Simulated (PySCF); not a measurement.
**Trend along the third period: MB molecules**

r²SCAN with double-zeta basis sets in PySCF, for the lowest determinant that a PBE0 search found; no spin–orbit coupling. De refers to high-spin ground-configuration atoms. A positive dipole means M(−)B(+).

```csv
M,basis,state (unpaired electrons),Re (Å),ωe (cm⁻¹),De (eV),μ (D)
Na,def2-SVP,"triplet (σ ↑, π ↑)",2.505,329,1.15,-5.93
Si,cc-pV(D+d)Z/cc-pVDZ,"quartet (σ ↑, π ↑↑)",1.920,766,3.66,-0.34
P,x2c-SVPall,"triplet (σ ↑, π ↑)",1.747,994,3.76,0.32
S,def2-SVP,doublet (σ ↑),1.619,1210,6.31,0.88
Cl,def2-SVP,singlet (closed shell),1.727,840,5.39,-1.79
```

The shortest bond is that of BS (1.619 Å), the longest that of NaB (2.505 Å). BS is bound most strongly (6.31 eV) and NaB least (1.15 eV).

The rows differ in basis set, which adds steps of its own.

The state changes along the series, so neighbouring rows are not always alike in their bonding.

States were picked by a PBE0 search and need not be the measured ground states.
